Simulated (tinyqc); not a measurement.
Stretching all distances: RHF, UHF, MP2, CISD and CCSD against full CI in the sto-3g basis, for H2O, spin multiplicity 1. Computed by the program tinyqc with PySCF. All coordinates are multiplied by the scale. c0^2 is the weight of the RHF determinant in the lowest singlet FCI state (UHF is spin-contaminated and may lie near states of higher spin) and n(LUMO) the first natural occupation beyond the occupied space.

Geometry (angstrom):
```
atom       x        y       z
O     0.0000   0.0000  0.0000
H     0.0000   0.6530  0.6320
H     0.0000  -0.6530  0.6320
```

Full CI energy (hartree) and errors against it (kcal/mol):
```
scale  distance 1-2 (angstrom)     E(FCI)      RHF     UHF     MP2    CISD    CCSD  <S^2> UHF   c0^2  n(LUMO)
0.900                    0.818  -74.90101   22.785  22.785   5.694   0.195   0.040      0.000  0.985    0.017
1.190                    1.081  -75.01868   44.024  44.024  12.843   1.035   0.127      0.000  0.955    0.047
1.490                    1.354  -74.93231   80.142  72.039  25.520   4.726   0.470      0.606  0.881    0.124
2.080                    1.890  -74.77601  196.648  18.977  66.979  33.699  -3.282      1.830  0.533    0.506
```

Estimate the missing row, scale = 1.78.

Computed row:
```
scale  distance 1-2 (angstrom)     E(FCI)      RHF     UHF     MP2    CISD   CCSD  <S^2> UHF   c0^2  n(LUMO)
1.780                    1.618  -74.83765  130.764  47.313  42.887  14.690  0.589      1.508  0.745    0.274
```

UHF parts from RHF first at scale 1.49 of those listed, where <S^2> leaves zero. The weight c0^2 goes from 0.98 to 0.53 and n(LUMO) from 0.02 to 0.51: static correlation grows as the bonds break into open-shell fragments. The spread of the error along the curve, which distorts its shape, is CCSD 3.9, CISD 33.5, UHF 53.1, MP2 61.3, RHF 173.9 kcal/mol. Below FCI somewhere: CCSD, as non-variational methods may be.
